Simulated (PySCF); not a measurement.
Stepwise substitution at one centre (B F-CH3). All species are isolated molecules in the gas phase. Strings in code marks are SMILES.

The S1–T1 gap (TDA) from two functionals at the same geometries (PBE0-D3(BJ)/def2-TZVP), both in PySCF: PBE-D3(BJ)/def2-TZVP and TPSSh-D3(BJ)/def2-TZVP. Excitations are Tamm–Dancoff values on a coarser integration grid. The basis has no diffuse functions, so Rydberg states are missing or too high.

```csv
species,PBE-D3(BJ)/def2-TZVP (eV),TPSSh-D3(BJ)/def2-TZVP (eV)
0 of 3 F replaced by CH3,0.23,0.26
1 of 3 F replaced by CH3 (`CB(F)F`),0.83,0.90
2 of 3 F replaced by CH3,0.53,0.58
3 of 3 F replaced by CH3 (`B(C)(C)C`),0.55,0.59
```

Over these rows, drawn at random from the members with no instability flagged (it was tested for open shells, ions and some series alone), PBE minus TPSSh-D3(BJ): mean -0.05 eV, from -0.07 eV to -0.03 eV.
